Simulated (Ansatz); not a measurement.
**AlHCl2: basis-set convergence**

An exercise on one series of results from a longer session: the logs are not shown, and one member is left open.

The runs use Ansatz 0.2.0, Gaussian basis; one geometry, several basis sets.

The runs, in order: PBE0-D4/def2-SVP; ωB97M-V/def2-SVP; PBE0-D4/def2-QZVPP; ωB97M-V/def2-QZVPP; CCSD(T)/cc-pV(D+d)Z; CCSD(T)/cc-pV(T+d)Z; CCSD(T)/cc-pV(Q+d)Z; the functionals' def2-TZVPP values are taken from earlier runs.

### The geometry

All runs share one geometry, relaxed beforehand with PBE0-D4 in a triple-zeta def2 set.

4 atoms, charge 0, spin multiplicity 1.

Atoms are counted from 1 here; the program's logs count them from 0.

Bond lengths: Cl1–Al2 2.082 Å, Al2–Cl3 2.082 Å, Al2–H4 1.563 Å. Angles: Cl1–Al2–Cl3 118.2°, Cl1–Al2–H4 120.9°, Cl3–Al2–H4 120.9°.

Set-up of the first run:

Input file in.yaml:

```yaml
crystal:
  periodic: [false, false, false]
  atoms:
    - {symbol: Cl, position_ang: [-1.277891, 0.641289, 1.390737]}
    - {symbol: Al, position_ang: [0.128084, 0.067687, -0.033761]}
    - {symbol: Cl, position_ang: [-0.163086, -1.736132, -1.031986]}
    - {symbol: H, position_ang: [1.368393, 0.966757, -0.345289]}
basis:
  gaussian: {orbitals: def2-SVP}
hamiltonian: {xc: pbe0, dispersion: d4}
output: {orbitals: {seedname: orbitals}}
```

Command:

```console
> ansatz run in.yaml --threads 4 --pin off --events-out ev --progress --plain --max-ram 10444MiB
```

Among the steps run: PBE0-D4 in def2-SVP; ωB97M-V in def2-SVP; PBE0-D4 in def2-QZVPP; ωB97M-V in def2-QZVPP.

One table of the session follows, with a row left open; its other results are not shown here.

| functional | basis | HOMO (eV) | LUMO (eV) |
| --- | --- | --- | --- |
| PBE0-D4 | def2-SVP | -9.22 | -1.31 |
| PBE0-D4 | def2-TZVPP | -9.32 | -1.43 |
| PBE0-D4 | def2-QZVPP | -9.34 | -1.48 |
| ωB97M-V | def2-SVP | -11.37 | 0.46 |
| ωB97M-V | def2-TZVPP | ? | ? |
| ωB97M-V | def2-QZVPP | -11.57 | 0.09 |

Estimate the missing values for ωB97M-V, def2-TZVPP.

The run gave: HOMO (eV): -11.53; LUMO (eV): 0.24. In the column «HOMO (eV)» it lies between ωB97M-V, def2-QZVPP (-11.57) and ωB97M-V, def2-SVP (-11.37).
